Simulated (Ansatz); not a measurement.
Two shapes of singlet CHO₂(-).

Shape 1:

```xyz
4

C     0.0000    0.0000   -0.3053
O     0.0000    1.1320    0.2066
O     0.0000   -1.1320    0.2066
H     0.0000    0.0000   -1.4730
```

Shape 2:

```xyz
4

C     0.0000    0.0000   -0.2809
O     0.0000    1.0414    0.1900
O     0.0000   -1.0414    0.1900
H     0.0000    0.0000   -1.3552
```

Basis set: cc-pVDZ (spherical functions). Left uncorrelated: 3 orbitals. Charge -1, multiplicity 1.

Computed with Ansatz (development build ahead of 0.2.0); each method stands on the lowest determinant of its kind that the runs found.

Task: Which shape is lower in energy, and by how much in each method?

Result:

```
 method  E(2) − E(1) (eV)
    RHF             0.906
RHF-MP2             1.410
```

Shape 1 is lower. Caution: no diffuse functions for an anion; no unrestricted run beside it, a lower state can exist.
